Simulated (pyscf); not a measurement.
PySCF, gas phase, ωB97X-D3(BJ)/def2-SVP geometries. MP2 and CC: frozen core, UHF for open shells. ΔMP2 is the change of the MP2 total energy from the triple- to the quadruple-zeta basis.

Problem. PBE/def2-TZVP puts the barrier of `[CH2]=[CH][SeH]` -> `[SeH2]` + `[CH]#[CH]` (elimination; singlet surface; C–Se, C–H broken, H–Se formed) at 316.0 kJ/mol and the reaction energy at +167.0 kJ/mol, from the reactant's lowest minimum found. What do r²SCAN/def2-TZVP, M06-2X/def2-TZVP, CCSD(T)/def2-TZVPP + ΔMP2(QZVPP) give on the same structures?

Solution. r²SCAN: ΔE‡ = 333.8 kJ/mol, ΔE = +168.1 kJ/mol; M06-2X: ΔE‡ = 361.4 kJ/mol, ΔE = +154.4 kJ/mol; CCSD(T): ΔE‡ = 345.7 kJ/mol, ΔE = +147.3 kJ/mol. PBE's barrier lies under all of them, by 17.8 to 45.3 kJ/mol. Its reaction energy matches one of them and lies within 19.7 kJ/mol of the others. Low barriers are usual for a GGA, whose delocalisation error favours stretched bonds. The same reactants have a lower exit, to •HC=CH₂ + SeH• (no saddle counted: cutting one bond costs +327.4 kJ/mol at ωB97M-D3(BJ), against +360.8 kJ/mol here). H₂C=CH–SeH lies 23.3 kJ/mol over its isomer cyclic C₂H₄Se (SMILES C1C[Se]1), and others may lie lower still (electronic energy, ωB97M-D3(BJ)). One saddle was located; it need not be the lowest between these sides. The CCSD(T) − MP2 part came from Ansatz, without density fitting, on the same reference. The frozen core leaves the outer d or s,p core shells of the metals and heavy elements correlated in the MP2 and CC values, and def2-TZVPP describes them poorly, which can shift differences by a few kcal/mol. Elements up to Kr have no core potential and no relativistic terms here.
